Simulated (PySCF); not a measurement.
SiH2, SMILES [SiH2] (connectivity only; charge and spin as stated), neutral, multiplicity 1.

Geometry: r2SCAN-D4/def2-TZVPD. The isomer is the one that the SMILES or the coordinates give; other isomers of the formula were not compared.

These are ωB97X/def2-TZVPD run with PySCF values and carry that method's errors.

Symmetry labels are those of the subgroup C2v that the program uses (full group C2v).

**Question.** List the valence orbital energies around the gap with their symmetry. (Estimate from the structure and the level; the computed values follow.)

**Answer.** 
```tsv
orbital	symmetry	energy (eV)
HOMO−7	A1	-1799.74
HOMO−6	A1	-146.84
HOMO−5	B1	-102.28
HOMO−4	B2	-102.01
HOMO−3	A1	-101.92
HOMO−2	A1	-17.04
HOMO−1	B2	-11.66
HOMO	A1	-9.17
LUMO	B1	-0.93
LUMO+1	A1	2.08
LUMO+2	B2	2.56
LUMO+3	A1	3.67
```
